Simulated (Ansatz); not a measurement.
A short molecular-dynamics run on C3H7FS, SMILES `CCC(F)S`.

```yaml
crystal:
  periodic: [false, false, false]
  atoms:
    - {symbol: C, position_ang: [-1.312523, -0.213185, -0.527976]}
    - {symbol: C, position_ang: [-0.035313, -0.683785, 0.141505]}
    - {symbol: C, position_ang: [0.764071, 0.430459, 0.778939]}
    - {symbol: F, position_ang: [1.787101, -0.133730, 1.519508]}
    - {symbol: S, position_ang: [1.414795, 1.654220, -0.369146]}
    - {symbol: H, position_ang: [-1.101138, 0.475512, -1.347445]}
    - {symbol: H, position_ang: [-1.963168, 0.304449, 0.182090]}
    - {symbol: H, position_ang: [-1.869160, -1.062106, -0.928705]}
    - {symbol: H, position_ang: [0.609457, -1.207939, -0.571362]}
    - {symbol: H, position_ang: [-0.265946, -1.397839, 0.938648]}
    - {symbol: H, position_ang: [0.144503, 1.009481, 1.472536]}
    - {symbol: H, position_ang: [1.904324, 0.769264, -1.254493]}
basis:
  gaussian: {orbitals: def2-SVP}
hamiltonian: {xc: {name: revPBE}}
md: {timestep: 2 fs, n_steps: 50, ensemble: nvt_langevin, temperature: 1000, initial_velocities: maxwell_boltzmann, friction: 0.01, seed: 261}
```

```sh
$ ansatz run in.yaml --threads 4 --pin off --events-out ev --progress --plain --max-ram 10444MiB
```

```tsv
step	time (fs)	potential energy (eV)	kinetic (eV)	T (K)	conserved (eV)
0	0.0	-16765.6987	1.4219	917	–
1	2.0	-16765.0525	1.0098	651	–
2	4.0	-16764.8277	0.6601	426	–
3	6.0	-16764.8956	0.6832	440	–
4	8.0	-16764.7288	0.4840	312	–
5	10.0	-16765.1820	0.8941	576	–
6	12.0	-16765.3212	1.0255	661	–
7	14.0	-16765.0816	0.8888	573	–
8	16.0	-16764.9324	0.7969	514	–
9	18.0	-16764.9295	0.7556	487	–
10	20.0	-16764.6714	0.7733	499	–
11	22.0	-16765.0895	1.0906	703	–
12	24.0	-16765.0151	1.0684	689	–
13	26.0	-16764.9030	0.9332	602	–
14	28.0	-16764.9019	0.8062	520	–
15	30.0	-16764.8276	0.7479	482	–
16	32.0	-16764.8099	0.8242	531	–
17	34.0	-16764.9293	1.0742	693	–
18	36.0	-16764.7252	0.8693	560	–
19	38.0	-16764.5903	0.7814	504	–
20	40.0	-16764.7012	0.8183	528	–
21	42.0	-16764.5469	0.7906	510	–
22	44.0	-16764.7048	1.0905	703	–
23	46.0	-16764.7160	1.1335	731	–
24	48.0	-16764.7280	1.2627	814	–
25	50.0	-16764.9179	1.4293	921	–
26	52.0	-16764.7769	1.3010	839	–
27	54.0	-16764.7073	1.2118	781	–
28	56.0	-16764.3935	0.9793	631	–
29	58.0	-16764.4835	1.0754	693	–
30	60.0	-16764.9315	1.5418	994	–
31	62.0	-16764.8675	1.5257	984	–
32	64.0	-16764.8167	1.3973	901	–
33	66.0	-16764.6869	1.2457	803	–
34	68.0	-16764.3482	0.9612	620	–
35	70.0	-16764.4749	1.0746	693	–
36	72.0	-16764.5377	1.0359	668	–
37	74.0	-16764.3558	0.9500	612	–
38	76.0	-16764.8111	1.4490	934	–
39	78.0	-16764.7023	1.4899	961	–
40	80.0	-16764.6845	1.4828	956	–
41	82.0	-16764.8610	1.5732	1014	–
42	84.0	-16764.6444	1.3605	877	–
43	86.0	-16764.4273	1.0663	687	–
44	88.0	-16764.6928	1.1961	771	–
45	90.0	-16764.6826	1.0280	663	–
46	92.0	-16764.8065	1.1787	760	–
47	94.0	-16764.9834	1.3337	860	–
48	96.0	-16764.7639	1.2097	780	–
49	98.0	-16764.6624	1.1485	740	–
50	100.0	-16764.5560	0.9240	596	–
```

Velocities are drawn at the set temperature; a run this short doesn't reach equilibrium.

Frames (Å, forces in eV/Å):

```xyz
12
time=0.0 fs
C    -1.313   -0.213   -0.528    0.045   -0.147    0.025
C    -0.035   -0.684    0.142   -0.242    0.180   -0.083
C     0.764    0.430    0.779    0.206   -0.229    0.082
F     1.787   -0.134    1.520    0.494   -0.307    0.386
S     1.415    1.654   -0.369    0.044    0.950   -0.164
H    -1.101    0.476   -1.347    0.084    0.369   -0.435
H    -1.963    0.304    0.182   -0.365    0.270    0.342
H    -1.869   -1.062   -0.929   -0.330   -0.431   -0.231
H     0.609   -1.208   -0.571    0.341   -0.315   -0.340
H    -0.266   -1.398    0.939   -0.093   -0.385    0.405
H     0.145    1.009    1.473   -0.394    0.374    0.343
H     1.904    0.769   -1.254    0.211   -0.330   -0.331
12
time=6.0 fs
C    -1.336   -0.157   -0.593   -1.170   -2.680    0.488
C    -0.059   -0.701    0.161    1.810    0.995   -0.355
C     0.795    0.406    0.768   -1.925    2.668    1.199
F     1.808   -0.138    1.560   -0.434    0.168   -0.128
S     1.409    1.655   -0.384    0.821   -0.566   -0.947
H    -1.247    0.412   -1.549    0.775   -0.075    0.445
H    -2.019    0.430    0.084    0.408   -0.297   -0.213
H    -1.924   -1.129   -0.904    0.566    1.493    0.479
H     0.736   -1.144   -0.538   -1.252   -0.443    0.423
H    -0.089   -1.279    1.144   -1.142   -0.499   -1.321
H     0.022    1.130    1.387    1.767   -1.524   -0.485
H     1.955    0.703   -1.267   -0.225    0.760    0.416
12
time=12.0 fs
C    -1.342   -0.150   -0.613   -1.155   -0.681    1.274
C    -0.049   -0.688    0.155   -0.742    0.930   -0.234
C     0.785    0.444    0.778    2.367   -2.556   -2.062
F     1.816   -0.126    1.595   -0.707    0.489   -0.597
S     1.391    1.656   -0.420    0.341    0.526    0.044
H    -1.114    0.404   -1.565    0.013   -0.477    0.446
H    -2.024    0.567    0.031    1.269   -1.030   -0.786
H    -2.020   -1.074   -0.799    0.818    1.206   -0.140
H     0.555   -1.312   -0.530    0.151    0.018   -0.064
H    -0.289   -1.319    1.034   -0.417   -0.214   -0.144
H     0.167    1.015    1.352   -2.122    2.041    2.538
H     1.970    0.767   -1.251    0.183   -0.253   -0.276
12
time=18.0 fs
C    -1.340   -0.164   -0.593    1.208    0.645   -0.576
C    -0.071   -0.655    0.147   -2.261   -2.182    0.283
C     0.770    0.456    0.788   -0.532   -0.135    2.461
F     1.800   -0.106    1.612   -0.260    0.146   -0.988
S     1.361    1.669   -0.441    0.873   -0.421   -0.549
H    -0.955    0.368   -1.480   -0.684    0.083   -0.482
H    -1.893    0.548    0.012   -0.327    0.669    0.480
H    -2.058   -0.966   -0.815    0.130   -0.368   -0.354
H     0.390   -1.473   -0.503    0.619    1.269    0.358
H    -0.634   -1.353    0.845    1.239    0.592    0.806
H     0.166    1.073    1.657    0.737   -0.955   -2.388
H     2.042    0.777   -1.329   -0.743    0.658    0.950
12
time=24.0 fs
C    -1.314   -0.132   -0.582   -2.546    1.386   -1.415
C    -0.159   -0.682    0.163    0.544    0.125    1.604
C     0.762    0.458    0.843    0.273   -2.456   -3.291
F     1.759   -0.095    1.592    0.414   -0.133    0.014
S     1.325    1.681   -0.477   -0.143    0.572    1.059
H    -0.978    0.450   -1.494   -0.376   -0.216    0.525
H    -1.814    0.644    0.155    0.175   -1.185   -1.446
H    -2.116   -0.937   -0.992    1.577    1.486    1.144
H     0.462   -1.338   -0.461    0.300   -0.385    0.045
H    -0.724   -1.248    0.950    1.160   -0.304    0.291
H     0.164    1.043    1.450   -1.678    1.821    1.776
H     2.016    0.869   -1.279    0.301   -0.710   -0.305
12
time=30.0 fs
C    -1.325   -0.062   -0.611    2.109   -0.444    0.737
C    -0.215   -0.700    0.218    3.223    0.836   -0.159
C     0.743    0.416    0.860   -3.974    2.148   -2.275
F     1.726   -0.083    1.567    1.248   -0.589    1.100
S     1.309    1.698   -0.505    0.463   -1.199    0.535
H    -1.056    0.554   -1.451    0.848    0.353   -0.751
H    -1.720    0.588    0.100   -1.854    1.767    1.403
H    -2.029   -0.751   -0.936   -1.977   -1.876   -0.638
H     0.602   -1.239   -0.350   -1.021   -0.620    0.071
H    -0.530   -1.252    1.136   -0.270   -0.320   -0.565
H    -0.034    1.096    1.409    1.524   -0.524    0.133
H     1.939    0.754   -1.320   -0.318    0.469    0.409
12
time=36.0 fs
C    -1.344   -0.002   -0.635   -2.789   -1.312    1.955
C    -0.175   -0.680    0.267   -0.274   -0.863   -0.999
C     0.646    0.417    0.841    0.537    1.574    0.010
F     1.695   -0.102    1.568    0.200    0.084   -0.019
S     1.306    1.701   -0.517   -0.318   -0.896    1.272
H    -0.952    0.636   -1.496   -0.421   -0.837    0.845
H    -1.992    0.692    0.130    1.539   -1.009   -1.636
H    -2.261   -0.782   -0.939    2.506    1.540    0.286
H     0.581   -1.357   -0.248   -0.843    0.401   -0.373
H    -0.427   -1.343    1.182   -0.610    0.843   -1.105
H    -0.007    1.003    1.522    0.290    0.493    0.017
H     1.743    0.662   -1.269    0.183   -0.019   -0.254
12
time=42.0 fs
C    -1.406    0.019   -0.610    5.260   -1.028    0.991
C    -0.148   -0.663    0.289   -3.929    0.096   -2.709
C     0.575    0.457    0.828    3.360    1.194    1.617
F     1.657   -0.115    1.578    0.231    0.277   -0.407
S     1.308    1.683   -0.523   -0.437   -1.317    0.976
H    -0.896    0.506   -1.429   -0.077    0.534   -0.686
H    -1.997    0.670   -0.073   -1.215    2.289    1.915
H    -2.058   -0.675   -0.936   -2.453   -3.337   -1.616
H     0.429   -1.432   -0.268    0.308    0.637   -0.480
H    -0.582   -1.287    1.054   -0.512   -0.242    1.189
H     0.107    1.032    1.657   -0.665    0.419   -0.770
H     1.592    0.572   -1.283    0.129    0.476   -0.021
12
time=48.0 fs
C    -1.413   -0.016   -0.571   -0.050   -0.457   -2.350
C    -0.224   -0.632    0.248   -3.051    0.667    0.336
C     0.580    0.518    0.875    1.022    0.251    0.030
F     1.614   -0.110    1.568    0.201    0.425    0.219
S     1.317    1.652   -0.523   -0.297   -0.790    0.825
H    -0.868    0.500   -1.456   -1.211   -0.336    0.828
H    -2.021    0.826   -0.017    0.672   -1.685   -0.791
H    -2.038   -0.939   -1.085    0.866    2.278    1.400
H     0.354   -1.323   -0.468   -0.296    0.665    1.319
H    -0.858   -1.154    1.064    1.666   -0.084   -0.545
H     0.076    1.268    1.620    0.251   -1.241   -1.196
H     1.428    0.558   -1.337    0.228    0.307   -0.075
12
time=54.0 fs
C    -1.392   -0.064   -0.566   -3.366    3.123   -1.921
C    -0.363   -0.549    0.209    4.465    0.005    4.390
C     0.607    0.538    0.912   -1.825    0.352   -4.254
F     1.568   -0.090    1.546    1.281   -0.712    1.683
S     1.329    1.604   -0.519    0.079    0.367    0.730
H    -1.055    0.494   -1.427    0.628    0.435   -0.909
H    -1.928    0.725   -0.026   -1.017    0.034    0.256
H    -2.021   -0.811   -0.984   -1.334   -1.156   -0.250
H     0.320   -1.073   -0.411    1.239   -1.509   -0.588
H    -0.655   -1.154    1.081   -0.267   -0.558    0.053
H     0.045    1.337    1.415   -0.011   -0.047    1.073
H     1.295    0.637   -1.455    0.127   -0.335   -0.261
12
time=60.0 fs
C    -1.458   -0.047   -0.618   -2.938    0.645   -0.284
C    -0.383   -0.467    0.279    4.240   -3.828   -0.187
C     0.576    0.555    0.845   -1.483    1.990   -0.478
F     1.543   -0.070    1.546    0.623   -0.415    0.898
S     1.338    1.578   -0.514    0.103    0.479   -0.130
H    -1.150    0.524   -1.534    0.027   -0.459    0.407
H    -2.047    0.672   -0.001   -0.268    0.245   -0.356
H    -2.257   -0.826   -0.887    1.178    0.435    0.140
H     0.465   -1.078   -0.272   -1.313    0.487   -0.049
H    -0.490   -1.316    1.047   -1.023    1.269   -0.223
H     0.020    1.359    1.458    0.792   -0.757   -0.137
H     1.187    0.739   -1.592    0.061   -0.091    0.398
12
time=66.0 fs
C    -1.611    0.023   -0.657    0.164   -2.444    3.239
C    -0.305   -0.476    0.342   -4.728   -1.216   -2.048
C     0.516    0.619    0.756    2.535   -0.157    2.137
F     1.514   -0.054    1.573    0.561    0.046   -0.079
S     1.344    1.560   -0.519    0.171    1.094   -0.205
H    -1.178    0.438   -1.562   -0.235    0.264   -0.654
H    -2.269    0.732   -0.056    0.747   -0.224   -0.700
H    -2.278   -0.927   -0.779    1.040    1.335   -0.401
H     0.371   -1.084   -0.219    0.623   -1.014   -1.202
H    -0.655   -1.223    1.138    0.150    1.363   -0.282
H     0.139    1.260    1.529   -1.000    1.340    0.296
H     1.125    0.756   -1.581   -0.029   -0.388   -0.102
12
time=72.0 fs
C    -1.714    0.029   -0.610    4.382   -0.886   -0.184
C    -0.320   -0.516    0.320   -3.070    2.202   -2.450
C     0.510    0.677    0.738    0.586   -1.057    2.878
F     1.476   -0.047    1.597    0.125    0.713   -0.214
S     1.342    1.544   -0.533    0.315    0.575   -1.344
H    -1.297    0.350   -1.605   -0.397    0.346    0.578
H    -2.373    0.746   -0.161   -0.386    0.864    0.708
H    -2.210   -0.871   -0.834   -1.354   -1.726   -0.262
H     0.342   -1.169   -0.379   -1.163    0.390    1.425
H    -0.800   -0.873    1.250    0.539   -0.930   -0.166
H     0.062    1.419    1.512    0.121   -0.831   -1.287
H     1.039    0.637   -1.534    0.304    0.340    0.319
12
time=78.0 fs
C    -1.743   -0.005   -0.534   -0.075   -1.539   -2.595
C    -0.435   -0.499    0.256   -2.721    2.547    3.250
C     0.546    0.701    0.784   -0.851   -3.625   -1.309
F     1.428   -0.026    1.611   -0.005    0.902    0.199
S     1.339    1.537   -0.549    0.810    1.154   -0.573
H    -1.461    0.431   -1.569    0.024   -0.227    1.160
H    -2.441    0.795   -0.100    0.836   -1.094    0.154
H    -2.375   -0.971   -0.956    1.090    1.998    1.471
H     0.122   -1.313   -0.220    0.193   -0.141   -0.178
H    -0.845   -0.810    1.347    0.838   -0.173   -2.196
H    -0.056    1.436    1.294   -0.293    0.591    1.142
H     1.090    0.574   -1.444    0.153   -0.392   -0.525
12
time=84.0 fs
C    -1.765   -0.062   -0.513    0.014    3.904    1.686
C    -0.586   -0.412    0.245    4.383   -2.107    1.933
C     0.545    0.633    0.808   -3.747    0.748   -2.346
F     1.393    0.012    1.640    0.401   -0.330    0.709
S     1.334    1.535   -0.565    0.338   -0.304   -0.644
H    -1.591    0.565   -1.356    0.578    0.746   -1.457
H    -2.377    0.585    0.143   -0.395    0.244    0.049
H    -2.395   -0.805   -0.791   -2.053   -3.305   -1.009
H    -0.061   -1.354   -0.104    0.345    0.799   -0.894
H    -0.742   -0.885    1.206   -1.368   -0.165    1.223
H    -0.147    1.442    1.263    1.295   -0.697    0.374
H     1.266    0.483   -1.472    0.210    0.468    0.376
12
time=90.0 fs
C    -1.805   -0.051   -0.500   -2.437    2.091   -0.293
C    -0.630   -0.370    0.308    2.771   -4.835    1.910
C     0.464    0.581    0.783   -0.327    1.600   -0.322
F     1.385    0.042    1.668   -0.216   -0.818   -0.363
S     1.325    1.516   -0.582   -0.186   -0.030    0.156
H    -1.538    0.799   -1.332   -1.010   -2.143    1.424
H    -2.429    0.383    0.334   -0.549    0.729   -1.101
H    -2.466   -1.002   -0.748    1.536    1.608   -0.346
H    -0.102   -1.213   -0.244    0.273    0.424    0.365
H    -0.946   -0.968    1.295    0.372    1.121   -1.485
H     0.002    1.402    1.360   -0.226    0.417   -0.010
H     1.481    0.492   -1.466   -0.001   -0.162    0.066
12
time=96.0 fs
C    -1.875    0.016   -0.485   -0.292   -2.421    4.914
C    -0.592   -0.437    0.387   -1.054    1.625   -3.218
C     0.395    0.576    0.775    2.324    1.820    1.096
F     1.391    0.068    1.678   -0.458   -0.724   -0.650
S     1.311    1.488   -0.606   -0.627    0.347    0.546
H    -1.662    0.669   -1.217    0.932    2.930   -3.246
H    -2.716    0.378    0.193    0.711   -0.080   -0.641
H    -2.163   -0.950   -0.877   -0.714   -0.520   -0.648
H    -0.048   -1.035   -0.344    0.170   -1.436    0.335
H    -1.069   -0.838    1.229   -0.163   -1.688    1.832
H     0.037    1.389    1.423   -0.733    0.637   -0.396
H     1.670    0.477   -1.431   -0.096   -0.488    0.074
12
time=100.0 fs
C    -1.912    0.044   -0.431    0.343   -0.802   -2.568
C    -0.582   -0.470    0.404   -2.211    1.661   -0.675
C     0.384    0.605    0.792    2.059    0.567    0.500
F     1.398    0.069    1.671   -0.991    0.073   -0.548
S     1.292    1.462   -0.617   -0.225   -0.096   -0.113
H    -1.704    0.788   -1.362   -0.013   -1.130    2.150
H    -2.921    0.436    0.094    2.240   -1.116   -0.627
H    -2.019   -0.975   -1.045   -1.013    1.800    1.135
H     0.010   -1.110   -0.290   -0.573   -0.646    0.624
H    -1.087   -0.877    1.327    0.985   -0.535   -0.474
H    -0.052    1.465    1.343   -0.167    0.042   -0.108
H     1.757    0.414   -1.413   -0.434    0.182    0.704
```

Run time 56 s (4 threads of an Arm Neoverse V1 on a shared host); peak host memory 0.15 GiB.
